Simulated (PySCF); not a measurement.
The numbers are results of PBE-D3(BJ)/def2-TZVP // B3LYP-D3(BJ)/def2-TZVP (PySCF 2.14.0), not measurements. Isolated molecules, 0 K electronic values unless said otherwise. Excitations are Tamm–Dancoff values on a coarser integration grid. The basis has no diffuse functions, so Rydberg states are missing or too high.

Reference species (SMILES): `[F][Al]([F])[F]` (neutral, multiplicity 1).

```
Property                                       Result
-------------------------------------------  --------
LUMO                                         -2.42 eV
S1 oscillator strength                          0.000
brightest of the four lowest singlets (TDA)   8.04 eV
HOMO–LUMO gap                                 7.20 eV
```

Changed species: `[CH3][Al]([CH3])[CH3]` (3 of 3 F replaced by CH3; the reference has 0 of 3 F replaced by CH3).

Question: Give the shifts of the LUMO, S1 oscillator strength, brightest of the four lowest singlets (TDA) and HOMO–LUMO gap.

Answer: the LUMO rises by 1.27 eV, to -1.15 eV; the S1 oscillator strength hardly moves; the brightest of the four lowest singlets (TDA) decreases by 1.94 eV, to 6.10 eV; the HOMO–LUMO gap falls by 2.10 eV, to 5.10 eV.
